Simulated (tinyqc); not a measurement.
Worked calculation: Pariser-Parr-Pople SCF with singles CI, for the molecule C=CC=C[CH2+] (SMILES; centres numbered as the heavy atoms are written). One step of it, computed by the program tinyqc.

Question. Singles CI, triplets. Over the 4 single excitations with the smallest orbital gaps: A = (e_a - e_i) delta - (ij|ab), with (pq|rs) = sum c_mp c_mq gamma_mn c_nr c_ns.

orbital energies (eV): -17.430201  -14.913291  -8.558716  -5.149366  -3.252722

coefficients:
```
         MO1        MO2        MO3        MO4        MO5
1C  0.302170   0.492100  -0.560126   0.507777   0.308144
2C  0.489168   0.507777  -0.016855  -0.492100  -0.510324
3C  0.582079   0.000000   0.609877   0.000000   0.537805
4C  0.489168  -0.507777  -0.016855   0.492100  -0.510324
5C  0.302170  -0.492100  -0.560126  -0.507777   0.308144
```

repulsion gamma_rs (eV):
```
           1C         2C         3C         4C         5C
1C  11.130000   5.344569   3.872154   2.881359   2.343780
2C   5.344569  11.130000   5.346287   3.873196   2.881359
3C   3.872154   5.346287  11.130000   5.346287   3.872154
4C   2.881359   3.873196   5.346287  11.130000   5.344569
5C   2.343780   2.881359   3.872154   5.344569  11.130000
```

Give: triplet CI matrix; triplet excitation energies.

Answer.

triplet CI matrix (eV):
```
       2>3    1>3    2>4    2>5
2>3  1.250  0.000  0.000  0.238
1>3  0.000  3.420  1.055  0.000
2>4  0.000  1.055  4.149  0.000
2>5  0.238  0.000  0.000  6.246
```

triplet excitation energies (eV): 1.239  2.668  4.901  6.257
